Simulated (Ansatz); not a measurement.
`C/C=C\CC` + HCl → `CC/C=C\Cl` + CH₄  (substitution at a C–C bond)

Calculated with Ansatz (gas phase, PBE0-D4/def2-TZVP geometries, no zero-point term in ΔE). CCSD(T)/CBS is the MP2 limit (def2-TZVPP, def2-QZVPP) plus CCSD(T) − MP2 in def2-TZVPP, frozen cores. This one scheme is used for every species. Double bonds are as drawn, so ΔE can hold a change between cis and trans. Functionals use def2-TZVPP. HSE06 is defined as in plane-wave codes. One conformer a species, not always the lowest.

```tsv
level	ΔE (kcal/mol)
HSE06-D4	1.7
CAM-B3LYP-D4	2.0
revPBE	0.0
r2SCAN0	1.6
CAM-B3LYP	1.9
LC-ωPBE	2.3
RPA@PBE/def2-TZVPP	2.8
MP2/def2-QZVPP	2.1
```

(1) What does CCSD(T)/CBS give? (Best estimate.)

Largest T1 diagnostic among the species: 0.010.

Answers

(1) Computed: +2.5 kcal/mol. The listed levels differ from it by -0.8, -0.5, -2.5, -0.9, -0.6, -0.2, 0.3, -0.4 kcal/mol.

At CCSD(T), def2-SVP lies +1.4 kcal/mol from the extrapolated value and def2-TZVPP +0.3 kcal/mol. From PBE to PBE0 (25 % exact exchange), in def2-TZVPP and without D4, ΔE moves by +1.2 kcal/mol.
